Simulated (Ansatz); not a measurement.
Molecule: Si2, charge 0, multiplicity 3. SMILES: [Si]=[Si]
Geometry: optimised at B3LYP-D3(BJ)/def2-TZVP (Ansatz, a program for electronic structure).

Parts of the frozen-core correlation energy in cc-pV(D+d)Z (Ansatz, hartree). Frozen orbitals: 10; correlated occupied orbitals by spin: 5 and 3; virtual: 31 and 33. Open shells are spin-unrestricted. No spin-orbit coupling. No relativistic terms.

| term | value |
|---|---|
| reference (HF) | -577.76241 |
| MP2 opposite-spin | … |
| MP2 same-spin | -0.03142 |
| CCSD correlation | … |
| (T) | … |
| CCSDT minus CCSD(T) | -0.00174 |
| CCSDT(Q) minus CCSD(T) | -0.00235 |
| T1 diagnostic | 0.019 |
| largest doubles amplitude | 0.096 |
| <S^2> of the reference | 2.016 |

Task: What belongs in the gaps?

Result: 
- MP2 opposite-spin, value: -0.09714
- CCSD correlation, value: -0.16195
- (T), value: -0.00758
